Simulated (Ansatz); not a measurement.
**C2H3N: geometry and frequencies at several levels**

The task here is to estimate one member of a computed series from the others.

Computed with Ansatz 0.2.0 (the levels named in each step, unless a step's input says otherwise).

### Starting point

Bond lengths: C1–C2 1.437 Å, C2–N3 1.143 Å, C1–H4 1.089 Å, C1–H5 1.089 Å, C1–H6 1.089 Å. Angles: C1–C2–N3 180.0°, C2–C1–H4 109.5°, C2–C1–H5 109.5°, C2–C1–H6 109.5°, H4–C1–H5 109.4°, H4–C1–H6 109.4°, H5–C1–H6 109.4°.

Coordinates:

```xyz
6

C    -1.2732    0.0127   -0.0235
C     0.1631   -0.0019    0.0031
N     1.3054   -0.0127    0.0241
H    -1.6320   -0.7519   -0.7115
H    -1.6576   -0.1897    0.9754
H    -1.6214    0.9902   -0.3546
```

The first run:

File input.yaml:

```yaml
crystal:
  periodic: [false, false, false]
  atoms:
    - { symbol: C, position_ang: [-1.27323, 0.01275, -0.02354] }
    - { symbol: C, position_ang: [0.16307, -0.00191, 0.0031] }
    - { symbol: "N", position_ang: [1.30536, -0.01275, 0.02406] }
    - { symbol: H, position_ang: [-1.63202, -0.7519, -0.7115] }
    - { symbol: H, position_ang: [-1.65761, -0.18969, 0.97541] }
    - { symbol: H, position_ang: [-1.62138, 0.99019, -0.35461] }
basis:
  gaussian: { orbitals: def2-SVP }
hamiltonian:
  xc: pbe
  dispersion: d4
relax:
  f_tol: 0.03
  max_steps: 200
```

Started as:

```
> ansatz run input.yaml --threads 2 --pin off --max-ram 5120MiB --backend cpu --events-out ev --progress --plain --runs-dir out
```

Steps of the session up to this table: A rough first relaxation, PBE-D4/def2-SVP; Relaxation, PBE0-D4/def2-TZVPP; Frequencies, PBE0-D4/def2-TZVPP; Relaxation, PBE-D4/def2-TZVPP; Frequencies, PBE-D4/def2-TZVPP; Relaxation, r2SCAN-D4/def2-TZVPP; Frequencies, r2SCAN-D4/def2-TZVPP; Relaxation, B3LYP-D4/def2-TZVPP; Frequencies, B3LYP-D4/def2-TZVPP; Relaxation, B2PLYP/def2-TZVPP.

One table of the session follows, with a row left open; its other results are not shown here.

| level | C1–C2 (Å) | C2–N3 (Å) | dipole (D) | highest frequency (cm⁻¹) |
| --- | --- | --- | --- | --- |
| PBE0-D4/def2-TZVPP | 1.4492 | 1.1490 | 4.02 | 3150 |
| PBE-D4/def2-TZVPP | 1.4537 | 1.1624 | 3.95 | 3059 |
| r2SCAN-D4/def2-TZVPP | ? | ? | ? | ? |
| B3LYP-D4/def2-TZVPP | 1.4545 | 1.1494 | 4.01 | 3120 |
| B2PLYP/def2-TZVPP | 1.4568 | 1.1566 | 3.96 | - |

Q: Estimate the row for r2SCAN-D4/def2-TZVPP from the others.

**Answer.** C1–C2 (Å): 1.4489; C2–N3 (Å): 1.1536; dipole (D): 4.06; highest frequency (cm⁻¹): 3126. In the column «C1–C2 (Å)» it is the lowest.
